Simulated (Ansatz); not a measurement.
# P (P, black phosphorus): the cost of one run

Computed with Ansatz 0.2.0 (DFT r²SCAN, plane waves with PAW, scalar-relativistic, unless a step says otherwise).

1 further run of the same task is left out (set aside as unsound or not needed).

**1. Starting point**

Symmetry: Cmce, No. 64, orthorhombic system. Conventional cell: a = 3.308 Å, b = 10.997 Å, c = 4.547 Å, α = 90.00°, β = 90.00°, γ = 90.00°. P (site symmetry m) has 3 P at 2.21 to 2.25 Å as nearest neighbours.

As a file:

```cif
data_structure
_symmetry_space_group_name_H-M 'P 1'
_symmetry_Int_Tables_number 1
_cell_length_a 5.7417
_cell_length_b 5.7417
_cell_length_c 4.5469
_cell_angle_alpha 90.000
_cell_angle_beta 90.000
_cell_angle_gamma 146.519
_cell_volume 82.69
loop_
_atom_site_label
_atom_site_type_symbol
_atom_site_fract_x
_atom_site_fract_y
_atom_site_fract_z
_atom_site_occupancy
P1 P 0.09551 0.90449 0.91181 1
P2 P 0.59551 0.40449 0.58819 1
P3 P 0.90449 0.09551 0.08819 1
P4 P 0.40449 0.59551 0.41181 1
```

**2. With a width of 0.01 eV**

The run at 0.01 eV.

input.yaml

```yaml
crystal:
  lattice:
    - [1.653834659, -5.4984059606, 0.0]
    - [1.653834659, 5.4984059606, 0.0]
    - [0.0, 0.0, 4.5468944061]
  atoms:
    - { symbol: P, position: [0.0955109276, 0.9044890724, 0.9118095445] }
    - { symbol: P, position: [0.5955109276, 0.4044890724, 0.5881904555] }
    - { symbol: P, position: [0.9044890724, 0.0955109276, 0.0881904555] }
    - { symbol: P, position: [0.4044890724, 0.5955109276, 0.4118095445] }
hamiltonian:
  xc: r2scan
  pseudopotentials:
    kind: paw
    azcp:
      P: "pseudopotentials/P.paw.azcp"
basis:
  ecutwfc: 500
  fft_grid_basis: typed
kpoints:
  mp_grid: { grid: [10, 10, 7], shift: [0, 0, 0] }
magnetization:
  spin_polarized: false
scf:
  occupations: { method: methfessel_paxton, width: 0.01 }
  lower_state_search: "off"
output:
  stress: true
```

Started as:

```sh
ansatz run input.yaml --threads 2 --pin off --max-ram 5120MiB --backend cpu --events-out ev --progress --plain --runs-dir out
```

**Question.** How long does this run take on 2 threads of Intel Xeon Platinum 8488C (Sapphire Rapids), shared host, and how much memory does it need?

About 6.7 s, with a peak of 0.84 GiB.
